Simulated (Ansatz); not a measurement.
# How far each method lies from full CI for SiC, triplet

Geometry: a point of a stretch scan, not a stationary point.

```yaml
atoms:
  - { symbol: Si, position_ang: [0.0000, 0.0000, 0.0000] }
  - { symbol: C, position_ang: [0.0000, 0.0000, 1.5250] }
```

Basis 6-31G; Ansatz 0.2.0. Correlated methods freeze the noble-gas cores, which leaves 8 electrons in 16 orbitals. Prefix R: restricted or restricted open-shell reference; prefix U: unrestricted. Active spaces: pair = (4e, 4o) about the gap; valence = (8e, 8o) chosen from the atoms' valence shells.

Full CI is exact within this basis and frozen core; it isn't the basis-set limit. The frozen core follows each run's orbitals, which can shift R against U totals by a few meV.

Unrestricted rows (U) aren't spin-pure: their determinants' ⟨S²⟩ exceeds S(S+1) by up to 0.30, so they mix in states of higher spin. For open shells CISD and CISDTQ are restricted-active-space CI with the open shells as a complete middle space.

```
UHF ⟨S²⟩                          : 2.301
T1 diagnostic (RCCSD)             : 0.0535
largest doubles amplitude (RCCSD) : 0.126
T1 diagnostic (UCCSD)             : 0.0748
```

```csv
level,E − E(full CI) (kJ/mol),share of correlation (%),wall time
RHF,334.9,0.00,–
UHF,301.8,9.89,–
RMP2,80.0,76.11,–
UMP2,100.6,69.97,–
CISD,33.5,90.01,0.87 s
RCCSD,15.2,95.46,–
UCCSD,14.5,95.68,–
RCCSD(T),4.4,98.69,1.1 s
UCCSD(T),5.2,98.45,1.2 s
BCCD(T),5.0,98.50,1.1 s
RCCSDT,1.9,99.42,–
UCCSDT,2.0,99.41,–
CISDTQ,1.0,99.69,2.3 s
RCCSDT(Q),0.3,99.90,3.8 s
UCCSDT(Q),0.6,99.83,3.5 s
RCCSDTQ,0.2,99.95,22 s
UCCSDTQ,0.1,99.96,24 s
CASSCF (pair space),254.3,24.06,–
MRCISD (pair space),26.7,92.01,–
MRCISD+Q (pair space),5.3,98.40,1.3 s
CASSCF (valence space),102.5,69.39,–
NEVPT2 (valence space),28.8,91.41,2.8 s
MRCISD (valence space),3.8,98.87,–
MRCISD+Q (valence space),1.3,99.62,3.3 s
MRCISD+Q(relaxed) (valence space),-0.3,100.08,3.8 s
```

The correlation energy at full CI, counted from RHF, is -3.471 eV. That run took 6.5 s on 1 thread of Arm Neoverse V1, shared host over 827,904 determinants.

Times hold each run's SCF and search for its determinant on a shared host, so for small cases they say little of a method's own cost; they ran on 1 thread of Arm Neoverse V1. Some runs computed forces too.

The full-CI state has the irrep B2 of C2v, in the program's axes (one component, if the state is degenerate).

Natural occupations of full CI about the gap: 1.976 1.917 1.894 1.013 0.977 0.106 0.057 0.023 0.010 0.007; effectively unpaired electrons, Σ n²(2−n)², 2.12.
